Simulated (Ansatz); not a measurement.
# 2H WSe2

All values below come from LDA (Ansatz, a quantum-chemistry and plane-wave program, plane waves, PAW).

Cell: relaxed at this level.

- interlayer binding energy: 13.4 meV/Å²
- layer repeat distance: 6.409 Å
- gap between the layers: 3.076 Å

Spin–orbit coupling is not included.

Computed values are for the static lattice.

It cost very roughly 2.6 core-minutes of CPU time.
